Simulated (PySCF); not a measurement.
Species: H2O.
Atom-mapped SMILES: `[OH2:1]` (hydrogens: H2, H3 on O1)

Cartesian coordinates in Å at the PBE0-D3(BJ)/def2-TZVP level; atoms count from 1:
```xyz
3
H2O angstrom
O      0.006    0.377    0.002
H     -0.761   -0.199   -0.013
H      0.762   -0.213   -0.008
```

Level: wB97X-D/pcSseg-2 in PySCF, non-relativistic, on one gas-phase PBE0-D3(BJ)/def2-TZVP geometry that isn't relaxed in the solvent. The solvent is an IEF-PCM continuum (van der Waals radii × 1.2). The model holds no explicit solvent molecules, cavitation or dispersion.

Gas phase at wB97X-D/pcSseg-2: HOMO -11.00 eV, LUMO 2.22 eV, dipole 2.00 D.

Question: What does the continuum do to the energy, the frontier levels and the dipole at wB97X-D/pcSseg-2 in chloroform?

Answer: 
```
   solvent      ε  E(solvent) − E(gas) (kJ/mol)  polarisation term (kJ/mol)  distortion of the solute (kJ/mol)  HOMO (eV)  LUMO (eV)  dipole (D)
chloroform  4.711                        -19.08                      -20.91                               1.83     -11.01       2.53        2.25
```

The first energy column is the sum of the next two and covers electrostatics alone.

Question: Which radius a makes the point-dipole formula ΔE = −[(ε − 1)/(2ε + 1)]·μ²/a³ give the value in chloroform, with the gas-phase dipole?

Answer: μ = 0.787 au and |ΔE| = 0.00727 Eh give a = 1.65 Å; the farthest nucleus lies 0.79 Å from the centroid of the nuclei. The formula assumes a rigid point dipole at the centre of a sphere.

Question: Give the dipole vector in the frame of the coordinates (D, pointing from negative to positive charge), gas and chloroform.

Answer: Gas (-0.02, -2.00, -0.04), solvent (-0.02, -2.25, -0.05). Its length changes by +12 % and its direction by less than 1°.

Note: wB97X-D ran without an empirical dispersion term, which enters the total energy and its gradient alone.
